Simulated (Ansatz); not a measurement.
Compare A (`CC1COC1`) with its isomer B (`CC1(C)CO1`).

Program: Ansatz. Geometries: PBE0-D4/def2-TZVP. ΔE: electronic, gas phase. CCSD(T)/CBS is the MP2 limit (def2-TZVPP, def2-QZVPP) plus CCSD(T) − MP2 in def2-TZVPP, frozen cores. DFT in def2-TZVPP. B3LYP here is the variant with VWN-RPA as its local correlation; programs differ in this.

A:

```xyz
13

C    -0.8150   -1.1103   -0.6134
C    -0.4110    0.2401   -0.0765
C     0.2500    0.3051    1.3063
O     1.3722    1.0313    0.7889
C     0.9138    0.8466   -0.5565
H    -1.6714   -1.5143   -0.0669
H    -1.0961   -1.0496   -1.6682
H     0.0067   -1.8268   -0.5262
H    -1.2352    0.9514   -0.1634
H    -0.2758    0.8638    2.0861
H     0.5490   -0.6733    1.7042
H     0.8614    1.7915   -1.1053
H     1.5515    0.1444   -1.1090
```

B:

```xyz
13

C    -0.341    1.135   -0.830
C     0.127    0.045    0.091
C     0.314   -1.308   -0.532
C    -0.124    0.153    1.527
O     1.161    0.433    0.994
H    -0.418    2.084   -0.297
H     0.361    1.261   -1.658
H    -1.319    0.890   -1.253
H    -0.629   -1.680   -0.940
H     0.685   -2.023    0.203
H     1.036   -1.252   -1.351
H    -0.191   -0.750    2.130
H    -0.664    1.014    1.915
```

Question: Which is lower in electronic energy at CCSD(T)/CBS, and by how much? (An estimate is asked.)

Answer: The calculation gave: B, by 5.2 kcal/mol.

Question: Give E(B) − E(A) in kcal/mol with MP2/def2-TZVPP, B2PLYP, ωB97M-V, B3LYP-D4, CCSD(T)/def2-TZVPP, r2SCAN-D4, CCSD/def2-TZVPP. (Estimate.)

Answer: Ansatz gave: MP2/def2-TZVPP -6.5, B2PLYP -5.7, ωB97M-V -5.0, B3LYP-D4 -5.3, CCSD(T)/def2-TZVPP -4.9, r2SCAN-D4 -7.3, CCSD/def2-TZVPP -4.4. None reverses the order clearly.

Largest T1 diagnostic: 0.010.

In def2-TZVPP, CCSD(T) changes the Hartree–Fock value by −1.5 kcal/mol (the triples alone add −0.5 kcal/mol) and MP2 by −3.1 kcal/mol. From PBE to PBE0 (25 % exact exchange), in def2-TZVPP and without D4, E(B) − E(A) moves by +1.0 kcal/mol.
